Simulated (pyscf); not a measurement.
Structures and frequencies: ωB97X-D3(BJ)/def2-SVP in PySCF.

SMILES: [W]([F])([Cl])([F])([OH])([F])[F]
```xyz
8

O     -1.1930    -0.5696    -1.1859
W     -0.0105     0.6081    -0.4582
F      1.1998     1.8137     0.2501
F     -1.1794     2.0259    -0.6820
F      1.2068    -0.7331    -0.0783
F     -0.6945     0.3889     1.2521
Cl     0.9508     0.9909    -2.5024
H     -1.7598    -1.1476    -1.7039
```
Charge 0, spin multiplicity 1.

Q: How much does it cost (ΔH, 298 K, ωB97M-D3(BJ)/def2-TZVP) to split HO–W(F)(F)(F)(F)–Cl at its Cl–W bond into [HO–W(F)(F)(F)–F]• + Cl•?

A: Cl–W to [HO–W(F)(F)(F)–F]• + Cl•: 2.91 eV. The 7 functionals that were run give +2.79 (M06-2X) to +3.48 eV (r²SCAN). The radicals are drawn with the spin at the cut bond; how far it spreads was not checked. Other isomers of [HO–W(F)(F)(F)–F]• were not searched in full and may lie lower. Left out: the spin-orbit lowering of Cl. Open-shell species with a d-block atom are single-reference here; other states, and whether the spin sits on metal or ligand, were not checked. Elements past Kr carry the def2 core potentials, without spin-orbit coupling.
